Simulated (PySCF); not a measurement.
Compound: C₄H₈N (doublet state).
Z-matrix (Å and degrees, GFN2-xTB geometry), rows numbered from 1:
```
C 
C   1  1.2872
C   2  1.5515  1  125.75
C   3  1.5241  2  108.86  1  -123.74
N   3  1.4408  2  111.93  1   114.59
H   1  1.0673  2  136.05  3     0.95
H   2  1.0838  1  122.11  3   178.89
H   3  1.0944  2  108.57  1    -4.03
H   4  1.0868  3  110.21  2    59.15
H   4  1.0872  3  109.62  2   179.29
H   4  1.0885  3  110.42  2   -61.13
H   5  1.0141  3  111.18  2    59.52
H   5  1.0124  3  111.83  2   -62.61
```

The hyperfine couplings belong to this conformer and change with its torsions.

Identity: `[H]/[C]=C\[C@H](C)N` [radical].

Method used: UKS B3LYP, pcH-1 on C H N, non-relativistic, mean-field spin-orbit, GIAO (PySCF). Isolated species at its GFN2-xTB geometry (one conformer only). A GFN2-xTB geometry isn't a minimum of the functional, and hyperfine couplings can be far from their values at a DFT geometry. The SCF solution wasn't tested for stability.

(1) Predict the first-order ENDOR lines of C1, C3, C2, H7, H6, H8, H9/H10/H11 and H12/H13 under fast tumbling at B = 3348.9 mT (W band).

(2) Which pairs are centred on the nuclear Larmor frequency, and which on half the coupling?

(3) At what field would the lower line of C3 fall to zero frequency?

Answers

(1) For S = 1/2 in fast tumbling each set of equivalent nuclei gives two lines, ν± = |νn ± a/2| to first order, with νn = g_N μN B/h and μN/h = 7.62259 MHz/T.

```csv
nuclei,isotope,g_N,νn (MHz),a_iso (MHz),lower line (MHz),upper line (MHz)
C1,13C,1.4048,35.86,316.45,122.36,194.09
C3,13C,1.4048,35.86,76.32,2.30,74.02
C2,13C,1.4048,35.86,-28.91,21.41,50.32
H7,1H,5.5857,142.59,105.43,89.87,195.30
H6,1H,5.5857,142.59,46.40,119.39,165.79
H8,1H,5.5857,142.59,-6.79,139.19,145.98
H9/H10/H11,1H,5.5857,142.59,1.22,141.98,143.20
H12/H13,1H,5.5857,142.59,0.59,142.29,142.88
```

The rows for 13C, of low natural abundance, apply to labelled samples.

(2) Centred on νn, since |a| < 2νn: C2, H7, H6, H8, H9/H10/H11 and H12/H13. Centred on |a|/2 and split by 2νn: C1 and C3.

(3) Where νn = |a|/2, that is B = 38.16 MHz/(1.4048 × 7.62259 MHz/T) = 3560 mT, as far as first order holds there.

Means are taken over nuclei equivalent by connectivity, which assumes that they swap fast.

The Mulliken spin populations are largest on C1 (+1.01), C2 (-0.16) and C3 (+0.08). No atom but C1 exceeds +0.15.
